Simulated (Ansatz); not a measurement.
Li₂O⁺. The state is a doublet with charge 1. Geometry r2SCAN-D4/def2-TZVP, that of the neutral singlet; atoms count from 1.

```xyz
3

Li    0.965    1.079    0.718
Li   -0.963   -1.081   -0.718
O    -0.002    0.001    0.001
```

The structure comes from a short search, and lower isomers may exist.

Q: Estimate the Mulliken populations from the PBE0/def2-TZVP orbitals of Ansatz.

A: 
```json
{"atom": "Li1", "charge (e)": "0.88", "spin (α − β)": "0.00"}
{"atom": "Li2", "charge (e)": "0.88", "spin (α − β)": "0.00"}
{"atom": "O3", "charge (e)": "-0.75", "spin (α − β)": "1.00"}
```
Mulliken values depend strongly on the basis.

Q: Where does the spin sit?

A: Summed by element: Li 0.00, O 1.00, of 1 unpaired in all. Largest on single atoms: O3 1.00, Li1 0.00, Li2 0.00.
